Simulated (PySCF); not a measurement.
**Question.** What does the GFN2-xTB structure of `C=CC(=O)CC` look like in three dimensions?

**Answer.** 
```xyz
14
C5H8O angstrom
C      2.627    0.715    0.068
C      1.550    0.229    0.670
C      0.249    0.132   -0.036
O      0.116    0.417   -1.203
C     -0.892   -0.350    0.836
C     -2.202   -0.460    0.070
H      2.566    1.046   -0.957
H      3.582    0.801    0.559
H      1.573   -0.108    1.696
H     -0.991    0.352    1.669
H     -0.610   -1.318    1.260
H     -2.101   -1.177   -0.741
H     -2.464    0.502   -0.363
H     -3.005   -0.782    0.728
```

Orientation and origin are arbitrary. Atoms count from 1 in this order. Of the pairs four or more bonds apart, O4···H7 is among the closest relative to their van der Waals radii: 2.54 Å, 93 % of the sum of Bondi's values. The C–C distances run from 1.327 Å (C1=C2, drawn double) to 1.522 Å (C5–C6, drawn single), a spread of 0.195 Å.

Bonds between heavy atoms (Å): C1=C2 1.327, C2–C3 1.483, C3=O4 1.209, C3–C5 1.515, C5–C6 1.522.

The geometry is computed with GFN2-xTB (gas phase).

Point group: near Cs, missed by 0.19 Å at most; the miss may be what the optimiser left on a soft mode. GFN2-xTB frequencies: not computed here. One conformer, not necessarily the lowest (C1–C2–C3–O4 4°, C2–C3–C5–C6 -179°).
